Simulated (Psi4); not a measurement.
## PH3 (phosphine): the dipole moment, rung by rung

PH3: 4 atoms, total charge 0, spin state singlet. SMILES: `P`. The shape was relaxed beforehand at PBE0/def2-TZVP.

Each level gives the dipole moment (D). The values are calculated.

**What was measured.** NIST CCCBDB gives the dipole moment of the gas as 0.58 D.

```json
{"level": "PBE-D4/def2-TZVPP (density fitting)", "kind": "GGA", "program": "Psi4", "value (D)": "0.66", "computed − measured": "+0.08", "CPU time": "25 s"}
{"level": "r2SCAN-D4/def2-TZVPP (density fitting)", "kind": "meta-GGA", "program": "Psi4", "value (D)": "0.70", "computed − measured": "+0.12", "CPU time": "45 s"}
{"level": "B3LYP-D4/def2-TZVPP (density fitting)", "kind": "global hybrid", "program": "Psi4", "value (D)": "0.60", "computed − measured": "+0.02", "CPU time": "21 s"}
{"level": "PBE0-D4/def2-TZVPP (density fitting)", "kind": "global hybrid", "program": "Psi4", "value (D)": "0.68", "computed − measured": "+0.10", "CPU time": "22 s"}
{"level": "wB97M-V/def2-TZVPP (density fitting)", "kind": "range-separated hybrid", "program": "Psi4", "value (D)": "0.55", "computed − measured": "-0.03", "CPU time": "52 s"}
```

Nearest: B3LYP-D4/def2-TZVPP (density fitting) (+0.02 D); farthest: r2SCAN-D4/def2-TZVPP (density fitting) (+0.12 D). The measured dipole is a vibrational average, so differences of a few hundredths of a debye mean little. Computed less measured by kind, in D (def2-TZVPP rows): GGA +0.08; meta-GGA +0.12; global hybrid +0.02 to +0.10; range-separated hybrid -0.03. Magnitudes only. CPU times are rough (shared hosts, several kinds of processor): they show what a rung costs within a factor of a few.
